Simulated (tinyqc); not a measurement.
Worked calculation: Pariser-Parr-Pople SCF with singles CI, for the molecule [CH2+]C=CCl (SMILES; centres numbered as the heavy atoms are written). One step of it, computed by the program tinyqc.

Question. Iteration 2: orbitals and new P. Diagonalise F (the basis is taken as orthonormal) and form P = 2 sum c c over the lowest orbitals.

F (eV), lower triangle:
```
             1C          2C          3C         4Cl
1C   -11.304894
2C    -4.259373  -13.483993
3C    -1.028074   -5.310899  -11.773815
4Cl    0.374261    0.437191   -2.719258  -19.074911
```

pi electrons, sum of z_r less the charge = 4

Give: orbital energies; P after iteration 2.

Answer.

orbital energies (eV): -20.736  -18.844  -10.072  -5.985

P after iteration 2, lower triangle:
```
         1C      2C     3C    4Cl
1C    0.410
2C    0.664   1.094
3C    0.410   0.726  0.614
4Cl  -0.208  -0.153  0.396  1.881
```
